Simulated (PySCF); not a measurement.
**H3NO (hydroxylamine): SVWN5/STO-6G**

Aim: the energy change on altering one bond length of H3NO (hydroxylamine) at SVWN5/STO-6G, from 2 runs. The job is set up through a Python script.

The calculation is run with PySCF 2.14.0.

8 further runs of the same task are left out: 8 set aside as unsound or not needed.

## Step 1: The system as given

The species is H3NO (5 atoms), meant as a singlet with charge 0. SMILES: `NO`. The shape is that of a PBE0-D4/def2-TZVP optimisation. This is one conformer, not always the lowest.

Bond lengths: N1–O2 1.422 Å, N1–H3 1.016 Å, N1–H4 1.016 Å, O2–H5 0.960 Å. Angles: N1–O2–H5 102.8°, O2–N1–H3 104.5°, O2–N1–H4 104.5°, H3–N1–H4 106.0°.

## Step 2: The energy at SVWN5/STO-6G

Input file input.xyz:

```xyz
5

N     -0.165120    -0.361290    -0.321170
O      0.364460     0.666040     0.508060
H     -0.162690    -1.190020     0.266770
H     -1.141650    -0.109840    -0.446210
H      1.105010     0.995100    -0.007440
```

Input file input.py:

```python
# hydroxylamine
from pyscf import gto, dft

mol = gto.M(
    atom='input.xyz',
    max_memory=1860,
    verbose=3,
    charge=0,
    basis='sto-6g',
)

calc0 = dft.RKS(mol, xc='svwn')
calc0.conv_tol = 1e-10
calc0.grids.level = 5
calc0.kernel()
if not calc0.converged:
    calc0 = calc0.newton().run(calc0.mo_coeff, calc0.mo_occ)

energy = calc0.e_tot
print('E(%s) = %.9f' % ('SVWN5', energy))
```

Started as:

```
$ OMP_NUM_THREADS=1 python input.py
```

What it wrote:

```text
converged SCF energy = -130.126711809747
E(SVWN5) = -130.126711810
```

Wall time 1.9 s (1 thread of Arm Neoverse V1, shared host); peak memory 0.13 GiB.

## Step 3: The distorted shape at the same level

Input file run.py:

```python
from pyscf import gto, dft

molecule = gto.M(
    atom='''
N       -1.053813      -0.756177       0.297453
O       -0.524233       0.271153       1.126683
H       -1.051383      -1.584907       0.885393
H       -2.030343      -0.504727       0.172413
H        1.105010       0.995100      -0.007440
''',
    max_memory=1860,
    charge=0,
    spin=0,
    basis='sto-6g',
    verbose=4,
)

myscf = dft.RKS(molecule, xc='svwn')
myscf.conv_tol = 1e-10
myscf.grids.level = 5
myscf.kernel()
if not myscf.converged:
    myscf = myscf.newton().run(myscf.mo_coeff, myscf.mo_occ)

energy = myscf.e_tot
print('E = %.10f Eh' % energy)
```

Started as:

```
$ OMP_NUM_THREADS=1 python run.py
```

What it wrote:

```text
PySCF version 2.14.0

[INPUT] num. atoms = 5
[INPUT] num. electrons = 18
[INPUT] charge = 0
[INPUT] spin (= nelec alpha-beta = 2S) = 0
[INPUT] symmetry False subgroup None
[INPUT] Mole.unit = angstrom
[INPUT] Symbol           X                Y                Z      unit          X                Y                Z       unit  Magmom
[INPUT]  1 N     -1.053813000000  -0.756177000000   0.297453000000 AA   -1.991417956506  -1.428967431695   0.562104704930 Bohr   0.0
[INPUT]  2 O     -0.524233000000   0.271153000000   1.126683000000 AA   -0.990656795459   0.512404907854   2.129122299203 Bohr   0.0
[INPUT]  3 H     -1.051383000000  -1.584907000000   0.885393000000 AA   -1.986825922024  -2.995040162906   1.673150282607 Bohr   0.0
[INPUT]  4 H     -2.030343000000  -0.504727000000   0.172413000000 AA   -3.836792208928  -0.953795797673   0.325813350315 Bohr   0.0
[INPUT]  5 H      1.105010000000   0.995100000000  -0.007440000000 AA    2.088166264906   1.880466466555  -0.014059562367 Bohr   0.0

nuclear repulsion = 36.4360721490865
number of shells = 9
number of NR pGTOs = 78
number of NR cGTOs = 13
basis = sto-6g
ecp = {}

[... 63 lines left out ...]
SCF not converged.
SCF energy = -129.960829453127
[... 17 lines left out ...]
XC functionals = svwn
    P. A. M. Dirac.,  Math. Proc. Cambridge Philos. Soc. 26, 376 (1930)
    F. Bloch.,  Z. Phys. 57, 545 (1929)
    S. H. Vosko, L. Wilk, and M. Nusair.,  Can. J. Phys. 58, 1200 (1980)
radial grids:
    Treutler-Ahlrichs [JCP 102, 346 (1995); DOI:10.1063/1.469408] (M4) radial grids

becke partition: Becke, JCP 88, 2547 (1988); DOI:10.1063/1.454033
pruning grids: <function nwchem_prune>
grids dens level: 5
symmetrized grids: False
atomic radii adjust function: <function treutler_atomic_radii_adjust>
small_rho_cutoff = 0
******** <class 'pyscf.dft.rks.RKS'> Newton solver flags ********
SCF tol = 1e-10
conv_tol_grad = None
max. SCF cycles = 50
direct_scf = True
direct_scf_tol = 1e-13
max_cycle_inner = 12
max_stepsize = 0.05
ah_start_tol = 1e+09
ah_level_shift = 0
ah_conv_tol = 1e-12
ah_lindep = 1e-14
ah_start_cycle = 1
ah_max_cycle = 40
ah_grad_trust_region = 2.5
kf_interval = 4
kf_trust_region = 5
canonicalization = True
Set conv_tol_grad to 1e-05
  HOMO = -0.0688573353776475  LUMO = -0.0313821885968112  gap/eV = 1.01975
Initial guess E= -129.960829453127  |g|= 5.91506e-05
macro= 0  E= -129.960829454964  delta_E= -1.83701e-09  |g|= 5.91506e-05  1 KF 4 JK
macro= 1  E= -129.960829454963  delta_E= 5.68434e-14  |g|= 2.51225e-06  1 KF 2 JK
Canonicalize SCF orbitals
macro X = 2  E=-129.960829454963  |g|= 2.51225e-06  total 3 KF 9 JK
converged SCF energy = -129.960829454963
E = -129.9608294550 Eh
```

It took 3.6 s on 1 thread of Arm Neoverse V1, shared host; peak memory 0.15 GiB.

## Step 4: Results

Level: SVWN5/STO-6G.

| quantity | value |
| --- | --- |
| first shape: total energy | -130.12671 Eh |
| first shape: dipole moment | 0.40 D |
| first shape: HOMO energy | -1.93 eV |
| first shape: LUMO energy | 6.12 eV |
| first shape: HOMO–LUMO gap | 8.05 eV |
| distorted shape: total energy | -129.96083 Eh |
| distorted shape: dipole moment | 2.23 D |
| distorted shape: HOMO energy | -1.87 eV |
| distorted shape: LUMO energy | -0.85 eV |
| distorted shape: HOMO–LUMO gap | 1.02 eV |
| energy change with the O2–H5 bond stretched from 0.960 to 2.113 Å | 4.514 eV |

What this shows: One bond (distorted shape) is far stretched, which a spin-restricted single reference describes badly; a broken-symmetry solution may lie lower. With the O2–H5 bond stretched from 0.960 to 2.113 Å the energy rises by 4.51 eV (104 kcal/mol). The first shape isn't relaxed at this level, so the change isn't measured from a minimum. A restricted reference can't describe the breaking bond well at this length. The minimal basis adds a large error of its own.
